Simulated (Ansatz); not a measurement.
**AlC (quartet): wave-function methods side by side at distance Al1–C2 = 3.699 Å, cc-pVDZ**

Aim: climb from Hartree-Fock through coupled cluster and multireference methods for AlC (quartet) at one geometry and basis, and see what each rung misses.

Program: Ansatz 0.2.0, Gaussian basis. Level of theory: cc-pVDZ, core rule «outside noble gas», up to 6 orbitals frozen. These are calculated values, not measurements.

The runs, in order: UHF; CCSD(T) on ROHF; CCSD(T) on UHF; BCCD(T) on ROHF; CISD; CCSDT(Q) on ROHF; CCSDT(Q) on UHF; CASSCF and MRCISD+Q, 5 electrons in 5 orbitals; CASSCF and NEVPT2, 5 electrons in 5 orbitals; CASSCF and MRCISD+Q, 7 electrons in 8 orbitals; CASSCF and NEVPT2, 7 electrons in 8 orbitals; Full CI.

23 further runs of the same task are left out: 16 that didn't finish, 7 set aside as unsound or not needed.

## (1) The geometry

The geometry derives from a PBE0/def2-TZVP stationary point (not a proven minimum). One bond is set to the value named and the two fragments are kept rigid.

2 atoms, charge 0, spin multiplicity 4.

Atoms are counted from 1 here; the program's logs count them from 0.

No contacts short enough for the rule that draws bonds.

## (2) UHF

in.yaml

```yaml
crystal:
  periodic: [false, false, false]
  atoms:
    - {symbol: Al, position_ang: [0.000000, 0.000000, 0.000000]}
    - {symbol: C, position_ang: [0.000000, 0.000000, 3.699000]}
basis:
  gaussian: {orbitals: cc-pVDZ}
magnetization: {spin_polarized: true, initial_magnetization: 3}
hamiltonian: {xc: hf}
output: {orbitals: {seedname: orbitals}}
```

Command:

```console
$ ansatz run in.yaml --threads 1 --pin off --events-out ev --progress --plain --max-ram 2393MiB
```

Further steps of the session: CCSD(T) on ROHF; CCSD(T) on UHF; BCCD(T) on ROHF; CISD; CCSDT(Q) on ROHF; CCSDT(Q) on UHF; CASSCF and MRCISD+Q, 5 electrons in 5 orbitals; CASSCF and NEVPT2, 5 electrons in 5 orbitals; CASSCF and MRCISD+Q, 7 electrons in 8 orbitals; CASSCF and NEVPT2, 7 electrons in 8 orbitals; Full CI.

Before running them: what should the planned runs give, taken together? Wanted: FCI below the RHF energy; RMP2 from FCI; UMP2 from FCI; RCCSD from FCI; RCCSD(T) from FCI; UCCSD(T) from FCI; RCCSDT(Q) from FCI; UCCSDT(Q) from FCI; NEVPT2 pair from FCI.

As calculated:

| quantity | value |
| --- | --- |
| FCI below the RHF energy | -3.7496 eV |
| RMP2 from FCI | +1201.9 meV |
| UMP2 from FCI | +1205.5 meV |
| RCCSD from FCI | +175.0 meV |
| RCCSD(T) from FCI | +103.4 meV |
| UCCSD(T) from FCI | +105.1 meV |
| RCCSDT(Q) from FCI | +2.6 meV |
| UCCSDT(Q) from FCI | +5.6 meV |
| NEVPT2 pair from FCI | +993.0 meV |
| levels within 1 kcal/mol (43 meV) | RCCSDT, UCCSDT, RCCSDT(Q), UCCSDT(Q) |
| T1 diagnostic | 0.036 |
| effectively unpaired electrons | 3.21 |

**Reading.** RCCSD(T) lands +103.4 meV from the yardstick (2.8 % of the correlation energy). The occupations show some static correlation. These misses are within one basis, not against nature; the frozen cores of restricted and unrestricted runs differ, which can shift their rows.
